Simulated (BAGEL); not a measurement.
**C3HClF+ (SMILES Fc1c[c+]1Cl): HF/6-31G(d) (density fitting with qzvpp-jkfit, spherical functions)**

What is the vertical singlet–triplet gap of C3HClF+ at HF/6-31G* (density fitting with qzvpp-jkfit, spherical functions)? 

The calculation is run with BAGEL 1.2.2.

### Step 1. The molecule

The species is C3HClF+ (6 atoms), meant as a singlet with charge +1. SMILES: `Fc1c[c+]1Cl`. Geometry: relaxed at GFN2-xTB.

Bond lengths: F1–C2 1.261 Å, C2–C3 1.368 Å, C2–C4 1.409 Å, C3–C4 1.413 Å, C4–Cl5 1.606 Å, C3–H6 1.076 Å. Angles: F1–C2–C3 149.6°, F1–C2–C4 149.3°, C3–C2–C4 61.1°, C2–C3–C4 60.8°, C2–C4–C3 58.0°, C2–C4–Cl5 151.5°, C3–C4–Cl5 150.5°, C2–C3–H6 149.5°, C4–C3–H6 149.7°.

### Step 2. The energy at HF/6-31G(d) (density fitting with qzvpp-jkfit, spherical functions)

Input file calc.json:

```json
{ "bagel" : [

{
  "title" : "molecule",
  "basis" : "6-31gs.json",
  "df_basis" : "qzvpp-jkfit",
  "angstrom" : true,
  "geometry" : [
    { "atom" : "F", "xyz" : [    0.071280,   -2.041020,   -0.358240 ] },
    { "atom" : "C", "xyz" : [    0.054580,   -0.807250,   -0.098410 ] },
    { "atom" : "C", "xyz" : [    0.411420,    0.232150,    0.717050 ] },
    { "atom" : "C", "xyz" : [   -0.349060,    0.497920,   -0.444220 ] },
    { "atom" : "Cl", "xyz" : [   -1.099560,    1.531580,   -1.417380 ] },
    { "atom" : "H", "xyz" : [    0.911330,    0.586630,    1.601200 ] }
  ]
},
{
  "title" : "hf",
  "charge" : 1
},
{
  "title" : "print",
  "file" : "orbitals.molden",
  "orbitals" : true
}

]}
```

The basis set 6-31G* is read from a file made from the Basis Set Exchange's data (not shown).

Run with:

```console
$ BAGEL_NUM_THREADS=1 BAGEL calc.json > calc.out
```

The program printed:

```text
* using 1 threads per process

  ===============================================================
  ===============================================================

  *** Geometry ***

  { "atom" : "F", "xyz" : [      0.134700,     -3.856969,     -0.676975 ] },
  { "atom" : "C", "xyz" : [      0.103141,     -1.525481,     -0.185968 ] },
  { "atom" : "C", "xyz" : [      0.777471,      0.438700,      1.355028 ] },
  { "atom" : "C", "xyz" : [     -0.659628,      0.940932,     -0.839454 ] },
  { "atom" : "Cl", "xyz" : [     -2.077867,      2.894267,     -2.678460 ] },
  { "atom" : "H", "xyz" : [      1.722164,      1.108570,      3.025829 ] },

  Number of auxiliary basis functions:      448

  Since a DF basis is specified, we compute 2- and 3-index integrals:
    o Being stored without compression. Storage requirement is 0.021 GB

  Number of basis functions:       76
  Number of electrons      :       45

    * METHOD: MOLECULE                             0.17

  *** RHF ***

  === Nuclear Repulsion ===
   186.6574547532

      * DIIS with orbital gradients will be used.

  === RHF iteration (6-31gs.json) ===
      0       -672.57960895          0.01717735           0.05
      1       -672.67370028          0.01039017           0.05
      2       -672.71194048          0.00200650           0.05
      3       -672.71461018          0.00040803           0.05
      4       -672.71475753          0.00015927           0.04
      5       -672.71477776          0.00005653           0.04
      6       -672.71478067          0.00001703           0.05
      7       -672.71478099          0.00000562           0.04
      8       -672.71478102          0.00000221           0.04
      9       -672.71478103          0.00000104           0.05
     10       -672.71478103          0.00000040           0.04
     11       -672.71478103          0.00000018           0.05
     12       -672.71478103          0.00000007           0.05
     13       -672.71478103          0.00000003           0.04
     14       -672.71478103          0.00000001           0.04
     15       -672.71478103          0.00000001           0.04
    * SCF iteration converged.

    * Permanent dipole moment:
           (   -0.630595,    -0.235543,    -1.070093) a.u.

    * METHOD: HF                                   0.85

    * METHOD: PRINT                                0.01

  ===============================================================
```

It took 1.2 s on 1 thread of Arm Neoverse V2, shared host; peak memory 0.1 GiB.

### Step 3. The triplet, same level

Input file hf.json:

```json
{ "bagel" : [

{
  "title" : "molecule",
  "basis" : "6-31gs.json",
  "df_basis" : "qzvpp-jkfit",
  "angstrom" : true,
  "geometry" : [
    { "atom" : "F", "xyz" : [    0.071280,   -2.041020,   -0.358240 ] },
    { "atom" : "C", "xyz" : [    0.054580,   -0.807250,   -0.098410 ] },
    { "atom" : "C", "xyz" : [    0.411420,    0.232150,    0.717050 ] },
    { "atom" : "C", "xyz" : [   -0.349060,    0.497920,   -0.444220 ] },
    { "atom" : "Cl", "xyz" : [   -1.099560,    1.531580,   -1.417380 ] },
    { "atom" : "H", "xyz" : [    0.911330,    0.586630,    1.601200 ] }
  ]
},
{ "title" : "uhf", "charge" : 1, "nopen" : 2 },
{ "title" : "print", "file" : "orbitals.molden", "orbitals" : true }

]}
```

The basis set 6-31G* is read from a file made from the Basis Set Exchange's data (not shown).

Run with:

```console
$ BAGEL_NUM_THREADS=1 BAGEL hf.json > hf.out
```

The program printed:

```text
* using 1 threads per process

  ===============================================================
  ===============================================================

  *** Geometry ***

  { "atom" : "F", "xyz" : [      0.134700,     -3.856969,     -0.676975 ] },
  { "atom" : "C", "xyz" : [      0.103141,     -1.525481,     -0.185968 ] },
  { "atom" : "C", "xyz" : [      0.777471,      0.438700,      1.355028 ] },
  { "atom" : "C", "xyz" : [     -0.659628,      0.940932,     -0.839454 ] },
  { "atom" : "Cl", "xyz" : [     -2.077867,      2.894267,     -2.678460 ] },
  { "atom" : "H", "xyz" : [      1.722164,      1.108570,      3.025829 ] },

  Number of auxiliary basis functions:      448

  Since a DF basis is specified, we compute 2- and 3-index integrals:
    o Being stored without compression. Storage requirement is 0.021 GB

  Number of basis functions:       76
  Number of electrons      :       45

    * METHOD: MOLECULE                             0.16

  *** Open-shell HF ***

  === Nuclear Repulsion ===
   186.6574547532

      * DIIS with orbital gradients will be used.

  === UHF iteration (6-31gs.json) ===
      0       -672.33863364          0.03433120           0.08
      1       -672.43960290          0.02153202           0.09
      2       -672.46908449          0.01468008           0.08
      3       -672.49026497          0.00182839           0.09
      4       -672.49534982          0.00127160           0.09
      5       -672.49764019          0.00114912           0.09
      6       -672.50062457          0.00101200           0.09
      7       -672.50345262          0.00078658           0.09
      8       -672.50525404          0.00058565           0.09
      9       -672.50622565          0.00031065           0.09
     10       -672.50630591          0.00027129           0.09
     11       -672.50641093          0.00009145           0.09
     12       -672.50641465          0.00007825           0.08
     13       -672.50642068          0.00003141           0.09
     14       -672.50642217          0.00001739           0.09
     15       -672.50642266          0.00001152           0.09
     16       -672.50642294          0.00000669           0.09
     17       -672.50642306          0.00000404           0.09
     18       -672.50642309          0.00000247           0.08
     19       -672.50642311          0.00000181           0.08
     20       -672.50642312          0.00000103           0.09
     21       -672.50642313          0.00000070           0.09
     22       -672.50642313          0.00000046           0.09
     23       -672.50642313          0.00000032           0.09
     24       -672.50642313          0.00000020           0.09
     25       -672.50642313          0.00000013           0.09
     26       -672.50642313          0.00000008           0.09
     27       -672.50642313          0.00000007           0.09
     28       -672.50642313          0.00000007           0.08
     29       -672.50642313          0.00000006           0.08
     30       -672.50642313          0.00000006           0.08
     31       -672.50642313          0.00000006           0.08
     32       -672.50642313          0.00000006           0.09
     33       -672.50642313          0.00000006           0.09
     34       -672.50642313          0.00000005           0.08
     35       -672.50642313          0.00000003           0.08
     36       -672.50642313          0.00000002           0.08
     37       -672.50642313          0.00000001           0.08
    * SCF iteration converged.

    * S^2 (UHF) is 2.1383

    * Permanent dipole moment:
           (    0.252171,    -1.136818,     0.146983) a.u.

    * METHOD: UHF                                  3.36

    * METHOD: PRINT                                0.01

  ===============================================================
```

Wall time 3.9 s (1 thread of Arm Neoverse V2, shared host); peak memory 0.1 GiB.

### Step 4. What came out

Level: HF/6-31G* (density fitting with qzvpp-jkfit, spherical functions).

| quantity | value |
| --- | --- |
| singlet: total energy | -672.71478 Eh |
| singlet: HOMO energy | -18.48 eV |
| singlet: LUMO energy | -3.54 eV |
| singlet: HOMO–LUMO gap | 14.94 eV |
| triplet: total energy | -672.50642 Eh |
| triplet: ⟨S²⟩ | 2.138 |
| vertical energy of the triplet above the singlet | 5.670 eV |

In words: At this shape the triplet lies 5.67 eV (131 kcal/mol) above the singlet. ⟨S²⟩ (triplet) is 2.14 where a pure triplet has 2.00: the reference is spin-contaminated.
